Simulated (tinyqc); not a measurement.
CCSD on RHF in the sto-3g basis, for H2O, spin multiplicity 1, step by step. One step of it, computed by the program tinyqc.

Question. Iteration 8 (converged): orbitals. Diagonalise F' = X^T F X, C = X C', fill 5 alpha and 5 beta electrons from the bottom; D = 2 C_occ C_occ^T. Each column has its largest component positive (the first on a tie).

converged F (hartree), order 1O 1s, 1O 2s, 1O 2px, 1O 2py, 1O 2pz, 2H 1s, 3H 1s:
$$\begin{pmatrix}
-20.262668 & -5.164221 & 0.000000 & 0.000000 & -0.023557 & -0.715096 & -0.715096 \\
-5.164221 & -2.396986 & 0.000000 & 0.000000 & -0.052364 & -0.702634 & -0.702634 \\
0.000000 & 0.000000 & -0.386559 & 0.000000 & 0.000000 & 0.000000 & 0.000000 \\
0.000000 & 0.000000 & 0.000000 & -0.200765 & 0.000000 & -0.341590 & 0.341590 \\
-0.023557 & -0.052364 & 0.000000 & 0.000000 & -0.243839 & -0.295417 & -0.295417 \\
-0.715096 & -0.702634 & 0.000000 & -0.341590 & -0.295417 & -0.353847 & -0.189581 \\
-0.715096 & -0.702634 & 0.000000 & 0.341590 & -0.295417 & -0.189581 & -0.353847
\end{pmatrix}$$

X, order 1O 1s, 1O 2s, 1O 2px, 1O 2py, 1O 2pz, 2H 1s, 3H 1s:
$$\begin{pmatrix}
1.023358 & -0.134133 & 0.000000 & 0.000000 & -0.006008 & 0.017455 & 0.017455 \\
-0.134133 & 1.126446 & 0.000000 & 0.000000 & 0.055110 & -0.192868 & -0.192868 \\
0.000000 & 0.000000 & 1.000000 & 0.000000 & 0.000000 & 0.000000 & 0.000000 \\
0.000000 & 0.000000 & 0.000000 & 1.059899 & 0.000000 & -0.155000 & 0.155000 \\
-0.006008 & 0.055110 & 0.000000 & 0.000000 & 1.029057 & -0.102087 & -0.102087 \\
0.017455 & -0.192868 & 0.000000 & -0.155000 & -0.102087 & 1.099925 & -0.048403 \\
0.017455 & -0.192868 & 0.000000 & 0.155000 & -0.102087 & -0.048403 & 1.099925
\end{pmatrix}$$

Give: F' = X^T F X; orbital energies; coefficients C; D after iteration 8.

Answer.

F' = X^T F X (hartree):
$$\begin{pmatrix}
-19.8902 & -2.6789 & 0.0000 & 0.0000 & -0.0492 & -0.0642 & -0.0642 \\
-2.6789 & -1.3436 & 0.0000 & 0.0000 & 0.0911 & -0.3567 & -0.3567 \\
0.0000 & 0.0000 & -0.3866 & 0.0000 & 0.0000 & 0.0000 & 0.0000 \\
0.0000 & 0.0000 & 0.0000 & -0.0090 & 0.0000 & -0.3699 & 0.3699 \\
-0.0492 & 0.0911 & 0.0000 & 0.0000 & -0.1416 & -0.2763 & -0.2763 \\
-0.0642 & -0.3567 & 0.0000 & -0.3699 & -0.2763 & -0.0349 & -0.0518 \\
-0.0642 & -0.3567 & 0.0000 & 0.3699 & -0.2763 & -0.0518 & -0.0349
\end{pmatrix}$$

orbital energies (hartree): MO1 -20.2708, MO2 -1.1860, MO3 -0.5194, MO4 -0.4200, MO5 -0.3866, MO6 0.4147, MO7 0.5273

coefficients C, order 1O 1s, 1O 2s, 1O 2px, 1O 2py, 1O 2pz, 2H 1s, 3H 1s:
$$\begin{pmatrix}
0.9946 & -0.2428 & 0.0000 & 0.0861 & 0.0000 & -0.1020 & 0.0000 \\
0.0232 & 0.9107 & 0.0000 & -0.4376 & 0.0000 & 0.5855 & 0.0000 \\
0.0000 & 0.0000 & 0.0000 & 0.0000 & 1.0000 & 0.0000 & 0.0000 \\
0.0000 & 0.0000 & 0.6056 & 0.0000 & 0.0000 & 0.0000 & 0.8970 \\
0.0026 & 0.0660 & 0.0000 & 0.7438 & 0.0000 & 0.7248 & 0.0000 \\
-0.0040 & 0.1343 & 0.4561 & 0.3494 & 0.0000 & -0.6787 & -0.6895 \\
-0.0040 & 0.1343 & -0.4561 & 0.3494 & 0.0000 & -0.6787 & 0.6895
\end{pmatrix}$$

D after iteration 8, order 1O 1s, 1O 2s, 1O 2px, 1O 2py, 1O 2pz, 2H 1s, 3H 1s:
$$\begin{pmatrix}
2.1110 & -0.4714 & 0.0000 & 0.0000 & 0.1013 & -0.0131 & -0.0131 \\
-0.4714 & 2.0430 & 0.0000 & 0.0000 & -0.5307 & -0.0613 & -0.0613 \\
0.0000 & 0.0000 & 2.0000 & 0.0000 & 0.0000 & 0.0000 & 0.0000 \\
0.0000 & 0.0000 & 0.0000 & 0.7335 & 0.0000 & 0.5524 & -0.5524 \\
0.1013 & -0.5307 & 0.0000 & 0.0000 & 1.1152 & 0.5375 & 0.5375 \\
-0.0131 & -0.0613 & 0.0000 & 0.5524 & 0.5375 & 0.6963 & -0.1357 \\
-0.0131 & -0.0613 & 0.0000 & -0.5524 & 0.5375 & -0.1357 & 0.6963
\end{pmatrix}$$
